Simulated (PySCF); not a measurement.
All values below come from PBE-D3(BJ)/def2-TZVP // B3LYP-D3(BJ)/def2-TZVP in PySCF. All species are isolated molecules in the gas phase. One relaxed conformer stands for a flexible species; it need not be the lowest. Excitations are Tamm–Dancoff values on a coarser integration grid. The basis has no diffuse functions, so Rydberg states are missing or too high.

Reference species (SMILES): `[Cl][Al]([Cl])[Cl]` (neutral, multiplicity 1).

```json
{
 "HOMO–LUMO gap": "5.78 eV",
 "LUMO": "-2.17 eV",
 "S1 oscillator strength": "0.000",
 "S1–T1 gap (TDA)": "0.24 eV"
}
```

Changed species: `[SH][Al]([SH])[SH]` (3 of 3 Cl replaced by SH; the reference has 0 of 3 Cl replaced by SH).

**Question.** Give the shifts of the HOMO–LUMO gap, LUMO, S1 oscillator strength and S1–T1 gap (TDA).

**Answer.** the HOMO–LUMO gap drops by 0.77 eV, to 5.01 eV; the LUMO goes up by 0.67 eV, to -1.50 eV; the S1 oscillator strength is nearly the same; the S1–T1 gap (TDA) drops by 0.04 eV, to 0.20 eV.
